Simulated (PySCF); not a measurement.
# Electric properties by functional and basis

1,3-butanediamine, C4H12N2.
InChI=1S/C4H12N2/c1-4(6)2-3-5/h4H,2-3,5-6H2,1H3/t4-/m0/s1

PySCF, dipoles from the SCF density, polarisabilities from static response with core orbitals frozen. Isolated species at its PBE0-D3(BJ)/def2-SVP geometry (one conformer only).

Task: How do dipole and polarisability depend on functional and basis here?

Result: 

```
              level  μ (D)  α (au)  anisotropy (au)
      LDA/def2-SVPD  1.325   74.56            16.70
      PBE/def2-SVPD  1.264   73.38            16.55
    B3LYP/def2-SVPD  1.334   70.72            15.40
     PBE0/def2-SVPD  1.316   69.97            15.36
BHandHLYP/def2-SVPD  1.379   67.70            14.42
CAM-B3LYP/def2-SVPD  1.392   69.31            14.60
  wB97X-D/def2-SVPD  1.380   69.31            14.44
  LC-wPBE/def2-SVPD  1.407   67.31            13.87
       HF/def2-SVPD  1.419   64.80            13.16
        PBE0/6-31G*  1.259   57.38            14.95
       PBE0/6-31+G*  1.460   65.81            12.15
      PBE0/def2-SVP  1.168   59.55            14.59
   PBE0/aug-cc-pVDZ  1.316   72.45            15.54
     PBE0/def2-TZVP  1.248   67.29            15.84
```

The anisotropy is √(½[(α1 − α2)² + (α2 − α3)² + (α3 − α1)²]). The dipole runs from 1.17 D (PBE0/def2-SVP) to 1.46 D (PBE0/6-31+G*). No reference polarisability is at hand; against PBE0 in the largest diffuse basis at hand (aug-cc-pVDZ) the other PBE0 rows deviate by 6-31G* -21%, 6-31+G* -9%, def2-SVP -18%, def2-SVPD -3%, def2-TZVP -7%. In one basis (def2-SVPD) the functionals order the polarisability from HF (lowest) to LDA (highest), a spread of 15%. With PBE0 the polarisability is 61.41 au without diffuse functions (mean of 6-31G*, def2-SVP and def2-TZVP) and 69.41 au with them (mean of 6-31+G*, def2-SVPD and aug-cc-pVDZ).
